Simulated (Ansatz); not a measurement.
The reference is GaP in the zinc blende structure (space group F-43m, No. 216; a = 5.506 Å).

Levels (all Ansatz, a quantum-chemistry and plane-wave program, PAW, earlier PAW set): PBE (420 eV, no SOC); PBEsol (420 eV, scalar-relativistic without spin-orbit coupling); r2SCAN (500 eV, no spin-orbit coupling); HSE06 (420 eV, scalar-relativistic without spin-orbit coupling); PBEsol+SOC (420 eV, spin-orbit coupling included); HSE06+SOC (420 eV, with spin-orbit coupling).

Levels that relaxed their own cell: PBE and PBEsol.

```json
[
 {"level": "PBE", "band gap": "1.58 eV", "lattice parameter a": "5.506 Å", "spin-orbit splitting at Γ": "–"},
 {"level": "PBEsol", "band gap": "1.45 eV", "lattice parameter a": "5.439 Å", "spin-orbit splitting at Γ": "–"},
 {"level": "r2SCAN", "band gap": "1.84 eV", "lattice parameter a": "–", "spin-orbit splitting at Γ": "–"},
 {"level": "HSE06", "band gap": "2.24 eV", "lattice parameter a": "–", "spin-orbit splitting at Γ": "–"},
 {"level": "PBEsol+SOC", "band gap": "1.43 eV", "lattice parameter a": "–", "spin-orbit splitting at Γ": "0.09 eV"},
 {"level": "HSE06+SOC", "band gap": "2.21 eV", "lattice parameter a": "–", "spin-orbit splitting at Γ": "0.10 eV"}
]
```

Measured: band gap 2.43 eV (static lattice; corrected from measurement; as listed in Wei Chen et al., Physical Review Materials (2018)); lattice parameter a 5.439 Å (static lattice; corrected from measurement; as listed in Daniel Mejia-Rodriguez, S. B. Trickey, Phys. Rev. B (2018)); spin-orbit splitting at Γ 0.08 eV (temperature not stated; as listed in I. Vurgaftman, J. R. Meyer, L. R. Ram-Mohan, Journal of Applied Physics (2001)).

Computed minus measured — band gap: PBE -0.85 eV, PBEsol -0.98 eV, r2SCAN -0.59 eV, HSE06 -0.19 eV, PBEsol+SOC -1.00 eV, HSE06+SOC -0.22 eV (closest: HSE06); lattice parameter a: PBE +1.2 %, PBEsol -0.0 % (closest: PBEsol); spin-orbit splitting at Γ: PBEsol+SOC +0.01 eV, HSE06+SOC +0.02 eV. Measured values not marked as corrected hold thermal and zero-point effects that the static-lattice runs lack. A measured gap can be an optical one, lowered by exciton binding. Levels without spin-orbit coupling miss its lowering of the gap, often about a third of the valence-band splitting.

Single points use the geometry relaxed with PBEsol. HSE06 was sampled on its mesh, a few special points and the semilocal edge points, so its gap is an upper bound. Differences between runs with and without spin-orbit coupling are approximate. Whether these cells are dynamically stable was not tested.
